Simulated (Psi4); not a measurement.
# BHO2 (oxoborinic acid) at B2PLYP/def2-TZVP (density fitting with def2-universal-jkfit, density fitting for correlation, sweep point 3)

Aim: the energy of BHO2 (oxoborinic acid). 

Program for the calculation: Psi4 1.11.

7 further runs of the same task are left out: 7 set aside as unsound or not needed.

## 1. Starting point

BHO2: 4 atoms, total charge 0, spin state singlet. SMILES: `O=BO`. Geometry: relaxed at PBE0-D4/def2-TZVP.

Bond lengths: O1–B2 1.210 Å, B2–O3 1.322 Å, O3–H4 0.960 Å. Angles: O1–B2–O3 177.5°, B2–O3–H4 117.0°.

## 2. A single-point energy at B2PLYP/def2-TZVP (density fitting with def2-universal-jkfit, density fitting for correlation, sweep point 3)

input.inp reads:

```
memory 1.6 GB

molecule {
  O     -1.555100     0.523500     0.428500
  B     -0.423900     0.132000     0.248600
  O      0.816700    -0.302000     0.108600
  H      1.162300    -0.353500    -0.785700
  symmetry c1
}

set globals {
  basis def2-TZVP
  puream true
  scf_type df
  dft_radial_points 99
  dft_spherical_points 590
  num_frozen_docc 3
  df_basis_scf def2-universal-jkfit
}

energy('b2plyp')
print_variables()
```

On the command line:

```
$ psi4 input.inp input.out -n 1
```

**Question.** What will come out? Wanted: total energy; HOMO energy; LUMO energy; HOMO–LUMO gap.

Answer, from the run:

Level: B2PLYP/def2-TZVP (density fitting with def2-universal-jkfit, density fitting for correlation, sweep point 3), 3 core orbitals frozen.

| quantity | value |
| --- | --- |
| total energy | -175.94689 Eh |
| HOMO energy (SCF part's orbitals) | -10.88 eV |
| LUMO energy (SCF part's orbitals) | 0.35 eV |
| HOMO–LUMO gap (SCF part's orbitals) | 11.22 eV |
